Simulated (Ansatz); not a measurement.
The input, for Ansatz 0.2.0:

```yaml
crystal:
  periodic: [false, false, false]
  atoms:
    - {symbol: W, position_ang: [0.000000, 0.000000, 0.000000]}
    - {symbol: Cl, position_ang: [0.000000, 0.000000, 2.506000]}
basis:
  gaussian: {orbitals: def2-SVP, fitting: {mean_field: def2-universal-jkfit}}
magnetization: {spin_polarized: false, initial_magnetization: 1}
correlation: {method: fic_mrcisd_q, electrons: outside_noble_gas, active_space: {window: {electrons: 3, orbitals: 3}, places: [1, 2]}}
accuracy: high
```

```sh
$ ansatz run in.yaml --threads 1 --pin off --events-out ev --progress --plain --max-ram 2393MiB
```

(1) How does this run end?

Results:

(1) Refused. The input was made wrong on purpose (two definitions of the active space), so the run isn't a sound calculation of what was asked.
```
Error: invalid value for `correlation.active_space`: name one of window, places and ras
```
